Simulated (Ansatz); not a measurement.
# CH5BN+: single points off equilibrium

The task here is to estimate one member of a computed series from the others.

Computed with Ansatz 0.2.0, Gaussian basis. Level: single points in def2-TZVPP.

Correlated methods freeze the cores.

## The system as given

SMILES `B[NH+]=C`, 8 atoms, charge 1, spin multiplicity 1.

Atoms are counted from 1 here; the program's logs count them from 0.

Bond lengths: B1–N2 1.415 Å, B1–H4 1.163 Å, B1–H5 1.232 Å, N2–C3 1.317 Å, N2–H6 1.022 Å, C3–H7 1.108 Å, C3–H8 1.012 Å. Angles: N2–B1–H4 123.1°, N2–B1–H5 122.2°, H4–B1–H5 113.3°, B1–N2–C3 125.7°, B1–N2–H6 116.8°, C3–N2–H6 117.5°, N2–C3–H7 116.2°, N2–C3–H8 122.3°, H7–C3–H8 120.9°.

Coordinates:

```xyz
8
CH5BN
B    -0.8247    0.5872   -0.7106
N     0.1961    0.3602    0.2420
C     0.7233   -0.8096    0.5385
H    -1.4320   -0.2708   -1.2077
H    -1.3137    1.7025   -0.8962
H     0.5857    1.1843    0.7043
H     0.3493   -1.6765   -0.0414
H     1.5124   -0.9046    1.1644
```

Set-up of the first run:

File run/in.yaml:

```yaml
crystal:
  periodic: [false, false, false]
  atoms:
    - {symbol: B, position_ang: [-0.824700, 0.587200, -0.710600]}
    - {symbol: N, position_ang: [0.196100, 0.360200, 0.242000]}
    - {symbol: C, position_ang: [0.723300, -0.809600, 0.538500]}
    - {symbol: H, position_ang: [-1.432000, -0.270800, -1.207700]}
    - {symbol: H, position_ang: [-1.313700, 1.702500, -0.896200]}
    - {symbol: H, position_ang: [0.585700, 1.184300, 0.704300]}
    - {symbol: H, position_ang: [0.349300, -1.676500, -0.041400]}
    - {symbol: H, position_ang: [1.512400, -0.904600, 1.164400]}
basis:
  gaussian: {orbitals: def2-TZVPP}
total_charge: 1
correlation: {method: ccsd_t}
output: {forces: true}
```

The command line of these runs was not kept.

Among the steps run: CCSD(T)/def2-TZVPP; PBE0-D4/def2-TZVPP; wB97M-V/def2-TZVPP; r2SCAN-D4/def2-TZVPP; PBE-D4/def2-TZVPP; BLYP-D4/def2-TZVPP; wB97X-V/def2-TZVPP.

One of the session's tables, all rows but one given; the rest of the session is left out.

```
   method  RMS force component (eV/Å)  angle to CCSD(T) forces (°)
  CCSD(T)                       1.694                    reference
  PBE0-D4                       1.688                          7.2
  wB97M-V                       1.699                          4.9
r2SCAN-D4                       1.644                          4.7
   PBE-D4                           ?                            ?
  BLYP-D4                       1.589                          5.1
  wB97X-V                       1.730                          5.0
```

Estimate the missing values for PBE-D4.

As computed: RMS force component (eV/Å): 1.607; angle to CCSD(T) forces (°): 7.0. In the column «RMS force component (eV/Å)» it lies between BLYP-D4 (1.589) and r2SCAN-D4 (1.644).
